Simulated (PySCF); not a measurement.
Species: C3H7OP.
Bonds: C1–P2, P2–C3, C3–C4, C3–O5 (double). Hydrogens: H6, H7, H8 on C1; H9 on P2; H10, H11, H12 on C4.

The same species was optimised twice, with GFN2-xTB and with PBE0-D3(BJ)/def2-SVP (PySCF), and the same property calculations (PySCF, gas phase) were run on both structures.

| coordinate | GFN2-xTB | PBE0-D3(BJ)/def2-SVP | change |
| --- | --- | --- | --- |
| P2–H9 (Å) | 1.395 | 1.423 | +0.028 |
| P2–C3 (Å) | 1.859 | 1.879 | +0.020 |
| C4–H11 (Å) | 1.089 | 1.102 | +0.013 |
| C4–H12 (Å) | 1.089 | 1.101 | +0.012 |
| C1–H8 (Å) | 1.088 | 1.100 | +0.012 |
| C1–H7 (Å) | 1.088 | 1.100 | +0.012 |
| C1–H6 (Å) | 1.088 | 1.100 | +0.012 |
| C4–H10 (Å) | 1.088 | 1.098 | +0.010 |
| C3–C4 (Å) | 1.503 | 1.508 | +0.005 |
| C3=O5 (Å) | 1.204 | 1.205 | +0.001 |
| C1–P2 (Å) | 1.856 | 1.856 | 0.000 |
| C1–P2–C3 (°) | 99.0 | 102.0 | +3.0 |
| C1–P2–H9 (°) | 96.7 | 99.3 | +2.6 |
| P2–C1–H6 (°) | 111.8 | 113.9 | +2.1 |
| C4–C3–O5 (°) | 124.1 | 122.7 | -1.4 |
| C3–C4–H10 (°) | 110.4 | 109.2 | -1.2 |
| H11–C4–H12 (°) | 108.4 | 107.3 | -1.1 |
| C3–C4–H12 (°) | 109.7 | 110.8 | +1.1 |
| P2–C3–C4 (°) | 115.6 | 116.7 | +1.1 |
| C1–P2–C3–C4 (°) | 57 | 48 | -9 |

Rotational constants: A = 5999, B = 2945, C = 2311 MHz (GFN2-xTB) against A = 6117, B = 2877, C = 2196 MHz (PBE0-D3(BJ)/def2-SVP). Point groups within 0.08 Å: C1 and C1.

On the GFN2-xTB structure: lowest singlet, TDDFT (eV) 3.90 [PBE0/def2-SVPD]; lowest triplet, Tamm–Dancoff (eV) 3.23 [PBE0/def2-SVPD]; isotropic polarisability (au) 66.8 [PBE0/def2-SVPD]; HOMO (eV) -6.76 [PBE0/def2-SVPD]; LUMO (eV) -0.95 [PBE0/def2-SVPD]; dipole (D) 3.18 [PBE0/def2-SVPD]; HOMO (eV) -6.71 [PBE0/pcSseg-1]; LUMO (eV) -0.81 [PBE0/pcSseg-1]; dipole (D) 3.03 [PBE0/pcSseg-1]; GIAO shielding of C1 (ppm) 180.3 [PBE0/pcSseg-1]; GIAO shielding of P2 (ppm) 378.5 [PBE0/pcSseg-1]; GIAO shielding of C3 (ppm) -40.7 [PBE0/pcSseg-1]; GIAO shielding of C4 (ppm) 153.9 [PBE0/pcSseg-1]; GIAO shielding of O5 (ppm) -421.9 [PBE0/pcSseg-1]; C1s of C1 (eV) 290.94 [delta-SCF UKS SCAN, pcX-2 on the ionised atom, pcseg-1 elsewhere, spin-free X2C]; P1s of P2 (eV) 2149.94 [delta-SCF UKS SCAN, pcX-2 on the ionised atom, pcseg-1 elsewhere, spin-free X2C]; P2p of P2 (eV) 136.71 [delta-SCF UKS SCAN, pcX-2 on the ionised atom, pcseg-1 elsewhere, spin-free X2C]; C1s of C3 (eV) 293.04 [delta-SCF UKS SCAN, pcX-2 on the ionised atom, pcseg-1 elsewhere, spin-free X2C]; C1s of C4 (eV) 291.08 [delta-SCF UKS SCAN, pcX-2 on the ionised atom, pcseg-1 elsewhere, spin-free X2C]; O1s of O5 (eV) 537.47 [delta-SCF UKS SCAN, pcX-2 on the ionised atom, pcseg-1 elsewhere, spin-free X2C].

Question: What do these properties become on the PBE0-D3(BJ)/def2-SVP structure?

Answer: 
```tsv
property	level	on GFN2-xTB	on PBE0-D3(BJ)/def2-SVP	change
lowest singlet, TDDFT (eV)	PBE0/def2-SVPD	3.90	3.94	+0.04
lowest triplet, Tamm–Dancoff (eV)	PBE0/def2-SVPD	3.23	3.27	+0.04
isotropic polarisability (au)	PBE0/def2-SVPD	66.8	68.2	+1.4
HOMO (eV)	PBE0/def2-SVPD	-6.76	-6.77	-0.01
LUMO (eV)	PBE0/def2-SVPD	-0.95	-0.94	+0.01
dipole (D)	PBE0/def2-SVPD	3.18	3.38	+0.20
energy, GFN2-xTB geometry as zero (kcal/mol)	PBE0/def2-SVPD	0.0	-1.2	-1.2
HOMO (eV)	PBE0/pcSseg-1	-6.71	-6.73	-0.02
LUMO (eV)	PBE0/pcSseg-1	-0.81	-0.80	+0.01
dipole (D)	PBE0/pcSseg-1	3.03	3.23	+0.20
energy, GFN2-xTB geometry as zero (kcal/mol)	PBE0/pcSseg-1	0.0	-1.0	-1.0
GIAO shielding of C1 (ppm)	PBE0/pcSseg-1	180.3	178.5	-1.8
GIAO shielding of P2 (ppm)	PBE0/pcSseg-1	378.5	370.3	-8.2
GIAO shielding of C3 (ppm)	PBE0/pcSseg-1	-40.7	-39.6	+1.1
GIAO shielding of C4 (ppm)	PBE0/pcSseg-1	153.9	151.3	-2.6
GIAO shielding of O5 (ppm)	PBE0/pcSseg-1	-421.9	-420.1	+1.8
C1s of C1 (eV)	delta-SCF UKS SCAN, pcX-2 on the ionised atom, pcseg-1 elsewhere, spin-free X2C	290.94	291.03	+0.09
P1s of P2 (eV)	delta-SCF UKS SCAN, pcX-2 on the ionised atom, pcseg-1 elsewhere, spin-free X2C	2149.94	2150.02	+0.08
P2p of P2 (eV)	delta-SCF UKS SCAN, pcX-2 on the ionised atom, pcseg-1 elsewhere, spin-free X2C	136.71	136.77	+0.06
C1s of C3 (eV)	delta-SCF UKS SCAN, pcX-2 on the ionised atom, pcseg-1 elsewhere, spin-free X2C	293.04	293.06	+0.02
C1s of C4 (eV)	delta-SCF UKS SCAN, pcX-2 on the ionised atom, pcseg-1 elsewhere, spin-free X2C	291.08	291.12	+0.04
O1s of O5 (eV)	delta-SCF UKS SCAN, pcX-2 on the ionised atom, pcseg-1 elsewhere, spin-free X2C	537.47	537.44	-0.03
```

The heavy atoms differ by 0.083 Å rms after alignment. Among all bonds P2–H9 changes most (+0.028 Å). Changes are differences of the printed values. Neither structure is proved a minimum here.

Conformer computed: `[CH3:1][PH:2][C:3]([CH3:4])=[O:5]`: C1–P2–C3–C4 48°.
